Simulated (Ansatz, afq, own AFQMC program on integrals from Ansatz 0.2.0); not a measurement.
# Where AFQMC and coupled cluster stand for SiH₂O, singlet

```yaml
atoms:
  - { symbol: Si, position_ang: [0.0000, 0.0000, 0.5314] }
  - { symbol: O, position_ang: [0.0000, 0.0000, -1.1046] }
  - { symbol: H, position_ang: [0.0000, 1.2309, 1.3631] }
  - { symbol: H, position_ang: [0.0000, -1.2309, 1.3631] }
```

Connectivity, by distances: SiH2–O.

Basis cc-pVDZ. Noble-gas cores (and the filled d shells of Ga–Kr and In–Xe) are frozen. AFQMC by an in-house program on the Cholesky factors that Ansatz 0.2.0 writes for its CCSD(T) run. The CISD trial takes its coefficients from CCSD amplitudes. Released means that phaseless walkers are propagated on without the constraint, phases kept. Error bars are statistical, one sigma.

Determinant: UHF, the one that the program's search chose, which needn't be the lowest solution. The geometry is a point of a scan.

No full CI on the walks' own integrals is used here; CCSDT(Q) serves as the reference and is uncertain by about the last step of the cluster series.

Cautions: higher spins were not checked; an unrestricted solution with more broken spin lies lower (17 meV, ⟨S²⟩ 0.28), while this determinant keeps restricted orbitals; raised T1 diagnostic (T1 0.032, weight of the determinant 0.86, largest double 0.11); the ph-AFQMC/CISD walk drifts between its halves (3.0 errors).

```
T1 diagnostic                               : 0.0318
weight of the determinant in the CISD state : 0.863
⟨S²⟩ of the determinant                     : 0.000
size of the correlated space                : 12 electrons in 36 orbitals
```

| level | correlation energy (eV) |
| --- | --- |
| MP2 | -8.2120 |
| CCSD | -8.5292 |
| CCSD(T) | -8.8564 |

**Question.** Estimate where phaseless AFQMC with the Hartree–Fock trial lies against CCSD(T) on the same integrals.

**Answer.** 1.60 ± 3.44 mEh below CCSD(T). The gap is under twice the noise, so this walk alone can't tell the two apart.

Reference: CCSDT(Q), correlation energy -8.927 eV. The released energy is read at 2.40 1/Eh (meV from the phaseless value at times in 1/Eh: -12 ± 23 at 0.24, -41 ± 25 at 0.51, 0 ± 24 at 0.99, -1 ± 32 at 1.62, -12 ± 40 at 2.40).

| level | E − E(reference) (mEh) | share of correlation (%) |
| --- | --- | --- |
| CCSD(T) | 2.59 | 99.21 |
| CCSDT | 1.73 | 99.47 |
| ph-AFQMC/HF | 0.98 ± 3.44 | 99.70 |
| ph-AFQMC/CISD | 0.91 ± 0.89 | 99.72 |
| released AFQMC | 0.48 ± 1.49 | 99.85 |

A walk keeps the symmetry of its determinant, which the program's search chose and which needn't be the lowest solution, so a lower state of the same spin and another symmetry isn't excluded. Released energies are given only where the last usable release times agree within the noise; a slower fall can still hide under it.
